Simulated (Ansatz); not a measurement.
```yaml
crystal:
  periodic: [false, false, false]
  atoms:
    - {symbol: Y, position_ang: [0.000000, 0.000000, 0.000000]}
    - {symbol: H, position_ang: [0.000000, 0.000000, 1.760000]}
basis:
  gaussian: {orbitals: def2-TZVP}
hamiltonian: {xc: pbe0}
relax: {f_tol: 0.004, max_steps: 80}
```

```sh
$ ansatz run in.yaml --threads 1 --pin off --events-out ev --progress --plain --max-ram 2176MiB
```

Steps of the relaxation (energy above the last step; positions in Å, forces in eV/Å):

```
2
step 1, 120.8 meV
Y     0.000    0.000    0.000    0.000    0.000   -1.724
H     0.000    0.000    1.760    0.000    0.000    1.724
```

```
2
step 2, 35.3 meV
Y     0.000    0.000   -0.123    0.000    0.000    0.709
H     0.000    0.000    1.883    0.000    0.000   -0.709
```

```
2
step 3, 7.0 meV
Y     0.000    0.000   -0.057    0.000    0.000   -0.365
H     0.000    0.000    1.817    0.000    0.000    0.365
```

```
2
step 5, 0.0 meV
Y     0.000    0.000   -0.076    0.000    0.000    0.001
H     0.000    0.000    1.836    0.000    0.000   -0.001
```

Close pairs at the end: Y1–H2 1.912 Å.

A stationary point of restricted PBE0 after 5 steps (its stability towards spin polarisation wasn't tested). 3.2 s on 1 thread of Intel Xeon 6975P-C, shared host.
